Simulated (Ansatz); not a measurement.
## Ansatz (development build ahead of 0.2.0) run

```yaml
crystal:
  periodic: [false, false, false]
  atoms:
    - { symbol: H, position_ang: [0.0, 0.0, 0.55] }
    - { symbol: F, position_ang: [0.0, 0.0, -0.55] }
basis:
  gaussian: { orbitals: STO-3G }
total_charge: 1
magnetization:
  spin_polarized: true
  initial_magnetization: 1
hamiltonian:
  xc: hf
correlation:
  method: ccsd_t
  frozen_orbitals: { F: 1, H: 0 }
```

The input is written out in the form of the current development build from the run's settings.

Output:

```json
{
  "Converged": "yes",
  "Reference energy": "-98.18864 hartree",
  "CCSD correlation energy": "-0.02015 hartree",
  "Triples correction": "0.00000 hartree",
  "Total energy": "-98.20880 hartree",
  "Spin squared of the determinant": "0.755"
}
```
